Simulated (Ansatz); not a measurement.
# doublet NH(-): levels of theory in one basis

```yaml
atoms:
  - { symbol: N, position_ang: [0.0000, 0.0000, -0.5771] }
  - { symbol: H, position_ang: [0.0000, 0.0000, 0.5771] }
```

Basis set: def2-SVP (spherical functions). Left uncorrelated: 1 orbital. Correlation on ROHF uses semicanonical orbitals with singles. Charge -1, multiplicity 2.

Computed with Ansatz (development build ahead of 0.2.0); each method stands on the lowest determinant of its kind that the runs found.

```json
{"method": "ROHF", "E − E(ROHF) (eV)": "0.00", "<S²> of the determinant": "0.75"}
{"method": "UHF", "E − E(ROHF) (eV)": "-0.10", "<S²> of the determinant": "0.76"}
{"method": "ROHF-MP2", "E − E(ROHF) (eV)": "-3.89", "<S²> of the determinant": "–"}
{"method": "UHF-MP2", "E − E(ROHF) (eV)": "-3.89", "<S²> of the determinant": "0.76"}
```

What does ROHF-CCSD(T) give on the same scale?

-4.43 eV.

Is a single determinant a sound starting point here?

By this sign, yes. Unrestricted orbitals gain 0.10 eV and <S²> is 0.76 against 0.75 for a pure state.

Caution: no diffuse functions for an anion.
